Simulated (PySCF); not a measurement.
Compound: C₄H₇N.
Cartesian coordinates in Å at the PBE0-D3(BJ)/def2-SVP level; atoms count from 1:
```
atom  x, y, z in Å
C1    -2.1548    0.4195   -0.0908
C2    -1.2024   -0.5079   -0.0045
C3     0.1706   -0.3765   -0.5914
N4     1.1777   -0.7373    0.3773
C5     2.0699    0.1087    0.6576
H6    -1.9822    1.3729   -0.6010
H7    -3.1458    0.2604    0.3419
H8    -1.3940   -1.4493    0.5234
H9     0.2584   -1.0945   -1.4287
H10    0.3138    0.6402   -1.0135
H11    2.8422   -0.1422    1.3993
H12    2.1265    1.1153    0.1940
```

All values: CAM-B3LYP/def2-SVPD (PySCF, non-relativistic), on one gas-phase PBE0-D3(BJ)/def2-SVP geometry that isn't relaxed in the solvent. The solvent is an IEF-PCM continuum (Bondi radii, 1.10 Å for H, scaled by 1.2), and excitations are vertical TDDFT with non-equilibrium linear response and a frozen core. Specific hydrogen bonds and non-electrostatic terms are outside this model.

Gas-phase singlets (H = HOMO, L = LUMO):

```tsv
state	E (eV)	λ (nm)	f	leading configuration
S1	4.982	249	0.001	H→L 90%
S2	6.827	182	0.058	H-1→L 96%
S3	7.237	171	0.003	H→L+1 85%
S4	7.489	166	0.064	H-1→L+2 43%
S5	7.543	164	0.011	H→L+2 56%
```

Question: Give the list for cyclohexane (ε = 2.017), n² = 2.04.

Answer: 
| state | E (eV) | λ (nm) | f | leading configuration | change by rank (eV) |
| --- | --- | --- | --- | --- | --- |
| S1 | 5.021 | 247 | 0.002 | H→L 88% | +0.039 |
| S2 | 6.802 | 182 | 0.112 | H-1→L 94% | -0.025 |
| S3 | 7.267 | 171 | 0.017 | H→L+1 83% | +0.030 |
| S4 | 7.423 | 167 | 0.395 | H-1→L+1 69% | -0.066 |
| S5 | 7.536 | 165 | 0.144 | H-1→L+2 49% | -0.007 |

Question: Give the list for dichloromethane (ε = 8.93), n² = 2.03.

Answer: 
```
state  E (eV)  λ (nm)      f  leading configuration  change by rank (eV)
   S1   5.091     244  0.002              H-1→L 85%               +0.109
   S2   6.822     182  0.114                H→L 92%               -0.005
   S3   7.307     170  0.037            H-1→L+1 61%               +0.070
   S4   7.441     167  0.430              H→L+1 55%               -0.048
   S5   7.577     164  0.089              H→L+2 55%               +0.034
```

Question: How do the frontier levels move from gas to dichloromethane?

Answer: 
```
orbital  gas (eV)  solvent (eV)  change (eV)
 LUMO+2      1.57          1.75        +0.18
 LUMO+1      1.49          1.52        +0.03
   LUMO      0.64          0.70        +0.06
   HOMO     -8.91         -8.95        -0.04
 HOMO-1     -8.97         -8.97         0.00
 HOMO-2    -10.20        -10.18        +0.02
 HOMO-3    -11.43        -11.34        +0.09
```

The HOMO–LUMO gap goes from 9.54 to 9.65 eV. Rows go by rank; for HOMO-1, HOMO, LUMO+1 and LUMO+2 the atom shares or the degeneracy differ between the runs, so the row needn't follow one orbital.

Cost: about 40 s of CPU time on one thread; the machine was shared, so the figure is rough. This is the whole response run at CAM-B3LYP/def2-SVPD in dichloromethane, SCF included.
